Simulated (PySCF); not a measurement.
Pyranone, C₅H₄O₂.
Bonds: O1–C2 (double), C2–C3, C3–C4 (double), C4–O5, O5–C6, C6–C7 (double), C2–C7. Hydrogens: H8 on C3; H9 on C4; H10 on C6; H11 on C7.

Probes without a nucleus sit at each ring's centroid and 1 Å off its mean plane on both sides; NICS is minus the shielding there, NICSzz its component along the normal. Level: GIAO PBE0/pcSseg-1 (PySCF, non-relativistic, gas phase) on the GFN2-xTB geometry, one conformer.

Ring bond lengths (Å), with Mayer bond orders in brackets: C2–C3 1.465 (1.07), C3–C4 1.340 (1.70), C4–O5 1.342 (1.04), O5–C6 1.342 (1.04), C6–C7 1.340 (1.70), C7–C2 1.465 (1.07).

What do the NICS probes read (ppm)?

```
             ring                                                           type  NICS(0)  NICS(1), two faces  NICS(1)zz, two faces  rms pucker (Å)  centre to ring atoms, mean (Å)
C2–C3–C4–O5–C6–C7  6-membered ring with O; bonds drawn aromatic by RDKit's count      0.0         -3.9 / -3.9           -7.2 / -7.2            0.00                            1.38
```

What can be read from them?

- C2–C3–C4–O5–C6–C7: mean NICS(1)zz -7.2 ppm, shielded. That is too small in size for a clear verdict by the NICS criterion.

And the bond-length index? HOMA takes Krygowski's 1993 parameters.

- C2–C3–C4–O5–C6–C7: HOMA -0.02; the largest term is that of C7–C2, α(R − Ropt)² = 1.52. The geometric and the magnetic index point the same way.

What is the mean of the two in-plane components of NICS at the first NICS(1) probe listed for ring C2–C3–C4–O5–C6–C7, 1 Å off the ring?

The isotropic value is a third of the trace: (3 × -3.9 − (-7.2))/2 = -2.2 ppm.

The run took 15 s of wall time on an Arm Neoverse V1 with one thread (shared host). This is the whole shielding run at PBE0/pcSseg-1, SCF included.
